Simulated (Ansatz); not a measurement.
Process, species as SMILES: Cl[C]Cl (closed-shell singlet) + 3 [H][H] (H2) → C (CH4) + 2 Cl (HCl)
B3LYP-D3(BJ)/def2-TZVP geometries, fixed; electronic energies without zero-point terms.

Effect of the final integration grid (spheres per factor e of radius in core and valence, angular degree) at PBE0/cc-pV(T+d)Z with Ansatz (a program for electronic structure), against the last row, where the energy of full hydrogenation is -134.52 kcal/mol. The default's grid is 13, 11, 36.

```tsv
setting	largest shift of a total energy (mEh)	shift of the energy of full hydrogenation (kcal/mol)
accuracy: medium (default)	0.000	0.000
final_grid: 4, 3, 11	-1.363	0.595
final_grid: 6, 5, 17	-0.123	-0.033
final_grid: 8, 7, 23	-0.029	-0.021
final_grid: 10, 9, 29	0.005	-0.005
final_grid: 18, 15, 47	0.000	0.000
final_grid: 26, 22, 59	0.000	0.000
```

Within 0.05 kcal/mol in the energy of full hydrogenation: accuracy: medium (default); final_grid: 6, 5, 17; final_grid: 8, 7, 23; final_grid: 10, 9, 29; final_grid: 18, 15, 47. The largest shift is 1.363 mEh in a total energy and 0.595 kcal/mol in the difference.
